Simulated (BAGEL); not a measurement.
**BH2O (SMILES [BH]O) at ROHF/cc-pVTZ (density fitting with qzvpp-jkfit)**

Aim: the vertical doublet–quartet gap of BH2O at ROHF/cc-pVTZ (density fitting with qzvpp-jkfit), from 2 runs. 

The results are computed with BAGEL 1.2.2.

3 further runs of the same task are left out: 1 that didn't finish, 2 set aside as unsound or not needed. Runs told in other sessions of the task aren't counted.

### Step 1. The system as given

The species is BH2O (4 atoms), meant as a doublet with charge 0. As SMILES, `[BH]O`. The coordinates come from a PBE0-D4/def2-TZVP relaxation.

Bond lengths: B1–O2 1.333 Å, B1–H3 1.201 Å, O2–H4 0.961 Å. Angles: B1–O2–H4 114.6°, O2–B1–H3 121.0°.

### Step 2. A single-point energy at ROHF/cc-pVTZ (density fitting with qzvpp-jkfit)

calc.json

```json
{ "bagel": [

{
  "title": "molecule",
  "basis": "cc-pvtz.json",
  "df_basis": "qzvpp-jkfit",
  "angstrom": true,
  "geometry": [
    { "atom": "B", "xyz": [      -0.006100,      -0.485500,       0.388300 ] },
    { "atom": "O", "xyz": [       0.119700,       0.544500,      -0.448600 ] },
    { "atom": "H", "xyz": [      -1.064200,      -1.032400,       0.540300 ] },
    { "atom": "H", "xyz": [       1.006100,       0.913200,      -0.500300 ] }
  ]
},

{
  "title": "rohf",
  "nopen": 1
},

{
  "title": "print",
  "file": "orbitals.molden",
  "orbitals": true
}

]}
```

The basis set cc-pVTZ is read from a file made from the Basis Set Exchange's data (not shown).

Run with:

```sh
$ BAGEL_NUM_THREADS=1 BAGEL calc.json > calc.out
```

Log:

```text
* using 1 threads per process

  ===============================================================
  ===============================================================

  *** Geometry ***

  { "atom" : "B", "xyz" : [     -0.011527,     -0.917462,      0.733781 ] },
  { "atom" : "O", "xyz" : [      0.226200,      1.028956,     -0.847731 ] },
  { "atom" : "H", "xyz" : [     -2.011047,     -1.950953,      1.021019 ] },
  { "atom" : "H", "xyz" : [      1.901253,      1.725698,     -0.945430 ] },

  Number of auxiliary basis functions:      188

  Since a DF basis is specified, we compute 2- and 3-index integrals:
    o Being stored without compression. Storage requirement is 0.012 GB

  Number of basis functions:       88
  Number of electrons      :       15

    * METHOD: MOLECULE                             0.04

  *** Open-shell HF ***

  === Nuclear Repulsion ===
    25.9416964311

      * DIIS with orbital gradients will be used.

  === ROHF iteration (cc-pvtz.json) ===
      0       -100.54162528          0.04920044           0.01
      1       -100.64132412          0.03843391           0.02
      2       -100.68796816          0.02477034           0.02
      3       -100.72649389          0.00228752           0.02
      4       -100.72775112          0.00077082           0.02
      5       -100.72803604          0.00016461           0.02
      6       -100.72810008          0.00005158           0.02
      7       -100.72811155          0.00001843           0.02
      8       -100.72811357          0.00000602           0.02
      9       -100.72811440          0.00000139           0.02
     10       -100.72811467          0.00000053           0.02
     11       -100.72811465          0.00000026           0.02
     12       -100.72811466          0.00000006           0.02
     13       -100.72811468          0.00000002           0.02
     14       -100.72811468          0.00000001           0.02
    * SCF iteration converged.

    * S^2 (ROHF) is 0.7500

    * Permanent dipole moment:
           (   -0.478399,    -0.238734,     0.061636) a.u.

    * METHOD: ROHF                                 0.29

    * METHOD: PRINT                                0.01

  ===============================================================
```

Wall time 0.48 s (1 thread of Arm Neoverse V2, shared host).

### Step 3. The quartet, same level

input.json

```json
{ "bagel" : [

{
  "title" : "molecule",
  "basis" : "cc-pvtz.json",
  "df_basis" : "qzvpp-jkfit",
  "angstrom" : true,
  "geometry" : [
    { "atom" : "B", "xyz" : [   -0.006100,   -0.485500,    0.388300 ] },
    { "atom" : "O", "xyz" : [    0.119700,    0.544500,   -0.448600 ] },
    { "atom" : "H", "xyz" : [   -1.064200,   -1.032400,    0.540300 ] },
    { "atom" : "H", "xyz" : [    1.006100,    0.913200,   -0.500300 ] }
  ]
},
{
  "title" : "rohf",
  "nopen" : 3
},
{
  "title" : "print",
  "file" : "orbitals.molden",
  "orbitals" : true
}

]}
```

The basis set cc-pVTZ is read from a file made from the Basis Set Exchange's data (not shown).

Run with:

```sh
$ BAGEL_NUM_THREADS=1 BAGEL input.json > input.out
```

Log:

```text
* using 1 threads per process

  ===============================================================
  ===============================================================

  *** Geometry ***

  { "atom" : "B", "xyz" : [     -0.011527,     -0.917462,      0.733781 ] },
  { "atom" : "O", "xyz" : [      0.226200,      1.028956,     -0.847731 ] },
  { "atom" : "H", "xyz" : [     -2.011047,     -1.950953,      1.021019 ] },
  { "atom" : "H", "xyz" : [      1.901253,      1.725698,     -0.945430 ] },

  Number of auxiliary basis functions:      188

  Since a DF basis is specified, we compute 2- and 3-index integrals:
    o Being stored without compression. Storage requirement is 0.012 GB

  Number of basis functions:       88
  Number of electrons      :       15

    * METHOD: MOLECULE                             0.04

  *** Open-shell HF ***

  === Nuclear Repulsion ===
    25.9416964311

      * DIIS with orbital gradients will be used.

  === ROHF iteration (cc-pvtz.json) ===
      0       -100.28723088          0.04065316           0.01
      1       -100.38043293          0.03204351           0.02
      2       -100.42551048          0.02215024           0.02
      3       -100.46000910          0.00487046           0.02
      4       -100.46753955          0.00171314           0.02
      5       -100.46845481          0.00065672           0.02
      6       -100.46857907          0.00022029           0.02
      7       -100.46858008          0.00004691           0.02
      8       -100.46858183          0.00001379           0.02
      9       -100.46858025          0.00000394           0.02
     10       -100.46858020          0.00000149           0.02
     11       -100.46858024          0.00000039           0.02
     12       -100.46858030          0.00000011           0.02
     13       -100.46858032          0.00000005           0.02
     14       -100.46858032          0.00000002           0.02
     15       -100.46858032          0.00000001           0.02
    * SCF iteration converged.

    * S^2 (ROHF) is 3.7500

    * Permanent dipole moment:
           (    0.239466,     0.166949,    -0.070848) a.u.

    * METHOD: ROHF                                 0.30

    * METHOD: PRINT                                0.01

  ===============================================================
```

Run time: 0.48 s. Hardware: 1 thread of Arm Neoverse V2, shared host.

### Step 4. Results

At ROHF/cc-pVTZ (density fitting with qzvpp-jkfit):

| quantity | value |
| --- | --- |
| doublet: total energy | -100.72811 Eh |
| doublet: dipole moment | 1.37 D |
| doublet: ⟨S²⟩ | 0.750 |
| quartet: total energy | -100.46858 Eh |
| quartet: dipole moment | 0.76 D |
| quartet: ⟨S²⟩ | 3.750 |
| vertical energy of the quartet above the doublet | 7.062 eV |

What this shows: At this shape the quartet lies 7.06 eV (681 kJ/mol) above the doublet.
